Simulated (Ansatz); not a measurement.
The cluster Mg₂S⁺, relaxed as a doublet with UKS PBE0-D4/def2-TZVP in Ansatz, starting from the GFN1-xTB geometry. Force threshold 0.02 eV/Å.

The structure comes from a short search, and lower isomers may exist.

Start:

```csv
atom,x (Å),y (Å),z (Å)
Mg1,1.104,-0.346,1.832
Mg2,-0.881,0.199,-1.970
S3,-0.223,0.147,0.138
```

| step | energy (eV) | largest force component (eV/Å) | SCF passes |
| --- | --- | --- | --- |
| 1 | -21709.4673 | 0.255 | 30 |
| 2 | -21709.4762 | 0.129 | 30 |
| 3 | -21709.4971 | 0.317 | 36 |
| 4 | -21709.5156 | 0.247 | 35 |
| 5 | -21709.5235 | 0.030 | 31 |
| 6 | -21709.5243 | 0.006 | 31 |

Force components are those of the run's own axes.

End:

```xyz
3

Mg    1.1732   -0.4242    1.5745
Mg   -0.6419    0.0747   -1.9021
S    -0.5313    0.3495    0.3276
```

By distances, no bond broke or formed. The bond that changes most is Mg2–S3, from 2.21 to 2.25 Å (atoms count from 1).

No frequencies were taken in this run, so the end may be a saddle point.

Run time 8 s (4 threads of Arm Neoverse V1 on a shared host).
